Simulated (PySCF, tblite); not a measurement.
## chlorine and chloride

A gas-phase complex of chlorine and chloride; charge -1, singlet. The structure comes from a short search (6 tight-binding starts) and was relaxed by PBE0-D3(BJ)/def2-TZVPD; another way of binding may lie lower. Frequencies by PBE0-D3(BJ)/def2-TZVPD show no clear imaginary mode.

Parts: 1 = chlorine (ClCl), atoms 1–2; 2 = chloride ([Cl-]), atoms 3, charge -1.

```
atom  part   x (Å)   y (Å)   z (Å)
 Cl1     1   1.110   0.222  -0.390
 Cl2     1  -1.075  -0.140   0.204
 Cl3     2   3.296   0.583  -0.983
```

Contacts between parts, classed by geometry: Cl1···Cl3 2.294 Å (short halogen bond, 180°).

Deforming the relaxed parts to their shape here costs 14.9 kcal/mol, which the interaction energies leave out.

Interaction energies are complex less parts, with the parts frozen as they stand in it; counterpoise-corrected, in kcal/mol (PySCF). The CCSD(T) estimate is Hartree-Fock/aug-cc-pVQZ, plus the MP2 correlation part extrapolated as X⁻³ from aug-cc-pVTZ and aug-cc-pVQZ, plus CCSD(T) less MP2 in aug-cc-pVDZ; noble-gas cores are frozen. It isn't the exact limit.

```
                   level  interaction  superposition error removed
Hartree-Fock/aug-cc-pVQZ       -25.25                            -
 wB97M-D3(BJ)/def2-TZVPD       -36.04                        -0.21
  PBE0-D3(BJ)/def2-TZVPD       -44.71                        -0.26
         MP2/aug-cc-pVQZ       -40.79                        -0.67
```

(1) What does CCSD(T) at its estimated basis limit give, and which of these levels comes nearest?

(2) What holds them together? Decompose the wB97M-D3(BJ)/def2-TZVPD energy: frozen parts, their antisymmetrised product, then relaxation.

The parts were also relaxed and run alone, at the levels used for the complex: shieldings by PBE0/aug-pcSseg-2; core levels by delta-SCF with SCAN, aug-pcX-2 on the ionised atom and aug-pcseg-1 elsewhere, spin-free X2C (2p3/2 is the spin-free 2p value less a third of a first-order spin-orbit splitting).

Values alone: Cl2–Cl1 bond (Å): 1.980; shielding of Cl1 (ppm): 641.8; shielding of Cl3 (ppm): 1149.3; shielding of Cl2 (ppm): 641.8; Cl1 2p3/2 core level (eV): 208.00; Cl3 2p3/2 core level (eV): 196.90.

(3) How do these values change when the complex forms?

(4) What are the binding energy from relaxed parts (wB97M-D3(BJ)/def2-TZVPD), and ΔH and ΔG of association at 298.15 K and 1 atm?

Answers

(1) -36.80 kcal/mol. wB97M-D3(BJ)/def2-TZVPD is nearest, off by +0.75; the errors are Hartree-Fock/aug-cc-pVQZ +11.55, wB97M-D3(BJ)/def2-TZVPD +0.75, PBE0-D3(BJ)/def2-TZVPD -7.91, MP2/aug-cc-pVQZ -3.99.

(2) electrostatic -63.5, Pauli repulsion +110.0, orbital relaxation -81.9, dispersion correction -0.9 kcal/mol, which sum to the value before the counterpoise correction; the Pauli term holds the exchange-correlation of the frozen density too. Of the attraction, 56 % is orbital relaxation, 43 % is electrostatic, 1 % is dispersion correction.

(3) 
| property | alone | in the complex | change |
| --- | --- | --- | --- |
| Cl2–Cl1 bond (Å) | 1.980 | 2.293 | +0.313 |
| shielding of Cl1 (ppm) | 641.8 | 690.8 | +49.0 |
| shielding of Cl3 (ppm) | 1149.3 | 587.9 | -561.3 |
| shielding of Cl2 (ppm) | 641.8 | 588.0 | -53.8 |
| Cl1 2p3/2 core level (eV) | 208.00 | 201.42 | -6.57 |
| Cl3 2p3/2 core level (eV) | 196.90 | 199.64 | +2.73 |

(4) -21.18 kcal/mol, -20.78 with zero-point energy; ΔH -21.0 and ΔG -13.8 kcal/mol, from harmonic vibrations by PBE0-D3(BJ)/def2-TZVPD with low modes damped.
